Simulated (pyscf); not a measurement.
H₂N–Si(Cl)(Cl)–Cl + silane (SiH₄) -> H₃Si–NH–Si(Cl)(Cl)–Cl + hydrogen (H₂) (four-centre exchange; singlet surface; H–N, H–Si broken, N–Si, H–H formed). Structures and frequencies: ωB97X-D3(BJ)/def2-SVP in PySCF. Rate constants from transition-state theory, ωB97M-D3(BJ)/def2-TZVP energies (ideal gas, 1 atm, RRHO with modes under 100 cm⁻¹ raised to 100, one conformer, R ln 2 for chiral ones without a mode under 150 cm⁻¹; no tunnelling), k in cm³ molecule⁻¹ s⁻¹.

| T (K) | 1000/T | log10 k |
|---|---|---|
| 298 | 3.354 | -48.63 |
| 600 | 1.667 | -31.02 |
| 900 | 1.111 | ? |
| 1200 | 0.833 | -21.90 |

Question: Fit an Arrhenius line to the three values, give the activation energy, and predict k at 900 K.

Answer: Least squares gives log10 k = -13.21 − 10.58 × 1000/T, so Ea = 10.58 × ln 10 × 1.987 = 48.4 kcal/mol, against an electronic barrier of 47.9. At 900 K the line gives -24.97; the computed value is -25.02 (ΔG‡ = 79.8 kcal/mol), close to the line. One saddle was located; it need not be the lowest between these sides.
